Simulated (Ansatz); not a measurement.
**CH₂Mg (triplet): the correlation ladder at distance C1–Mg2 = 5.400 Å, 6-31G**

How much of the correlation energy of CH₂Mg (triplet) does each wave-function method recover here?

Method: 6-31G, core rule «outside noble gas», up to 6 orbitals frozen; program: Ansatz 0.2.0, Gaussian basis.

The runs, in order: UHF; CCSD(T) on ROHF; CCSD(T) on UHF; BCCD(T) on ROHF; CISD as a restricted active space (open shells left free, so some higher excitations enter); CCSDT(Q) on ROHF; CCSDT(Q) on UHF; CISDTQ; CASSCF and MRCISD+Q, 4 electrons in 4 orbitals; CASSCF and NEVPT2, 4 electrons in 4 orbitals; CASSCF and MRCISD+Q, 8 electrons in 10 orbitals; CASSCF and NEVPT2, 8 electrons in 10 orbitals; Full CI.

32 further runs of the same task are left out: 16 for a known fault of the program, 13 that didn't finish, 3 set aside as unsound or not needed. Runs told in other sessions of the task aren't counted.

## 1. The geometry

The geometry derives from a PBE0/def2-TZVP stationary point (not a proven minimum). One bond is set to the value named and the two fragments are kept rigid.

4 atoms, charge 0, spin multiplicity 3.

Atoms are counted from 1 here; the program's logs count them from 0.

Bond lengths: C1–H3 1.089 Å, Mg2–H4 1.696 Å.

Geometry (Å):

```xyz
4
charge 0, multiplicity 3
C     0.00000    0.00000    2.85191
Mg    0.00000    0.00000   -2.54809
H     0.00000    0.00000    3.94070
H     0.00000    0.00000   -4.24453
```

## 2. UHF

Contents of in.yaml:

```yaml
crystal:
  periodic: [false, false, false]
  atoms:
    - {symbol: C, position_ang: [0.000000, 0.000000, 2.851915]}
    - {symbol: Mg, position_ang: [0.000000, 0.000000, -2.548086]}
    - {symbol: H, position_ang: [0.000000, 0.000000, 3.940699]}
    - {symbol: H, position_ang: [0.000000, 0.000000, -4.244528]}
basis:
  gaussian: {orbitals: 6-31G}
magnetization: {spin_polarized: true, initial_magnetization: 2}
hamiltonian: {xc: hf}
output: {orbitals: {seedname: orbitals}}
```

The run is started by

```console
$ ansatz run in.yaml --threads 1 --pin off --events-out ev --progress --plain --max-ram 2393MiB
```

After this run come: CCSD(T) on ROHF; CCSD(T) on UHF; BCCD(T) on ROHF; CISD as a restricted active space (open shells left free, so some higher excitations enter); CCSDT(Q) on ROHF; CCSDT(Q) on UHF; CISDTQ; CASSCF and MRCISD+Q, 4 electrons in 4 orbitals; CASSCF and NEVPT2, 4 electrons in 4 orbitals; CASSCF and MRCISD+Q, 8 electrons in 10 orbitals; CASSCF and NEVPT2, 8 electrons in 10 orbitals; Full CI.

Before running them: what should the planned runs give, taken together? Wanted: FCI from the RHF energy; RMP2 from FCI; UMP2 from FCI; RCCSD from FCI; RCCSD(T) from FCI; UCCSD(T) from FCI; RCCSDT(Q) from FCI; UCCSDT(Q) from FCI; T1 diagnostic.

**Answer**, as computed:

| quantity | value |
| --- | --- |
| FCI from the ROHF energy | -2.4579 eV |
| RMP2 from FCI | +826.8 meV |
| UMP2 from FCI | +802.5 meV |
| RCCSD from FCI | +46.4 meV |
| RCCSD(T) from FCI | +15.2 meV |
| UCCSD(T) from FCI | +13.7 meV |
| RCCSDT(Q) from FCI | +0.3 meV |
| UCCSDT(Q) from FCI | -0.1 meV |
| levels within 1 kcal/mol (43 meV) | UCCSD, RCCSD(T), UCCSD(T), BCCD(T), RCCSDT, UCCSDT, CISDTQ, RCCSDT(Q), UCCSDT(Q) |
| T1 diagnostic | 0.028 |
| effectively unpaired electrons | 2.05 |

In words: RCCSD(T) misses by +15.2 meV, 0.6 % of the correlation energy. One determinant dominates. Coupled cluster took another determinant than the lowest Hartree-Fock one. These misses are within one basis, not against nature; the frozen cores of restricted and unrestricted runs differ, which can shift their rows.

Levels on UHF freeze UHF's core orbitals, full CI those of ROHF, so the U rows can settle a little off it for that reason alone.

With open shells the CI space here admits some higher excitations, so it is larger than plain CISD.
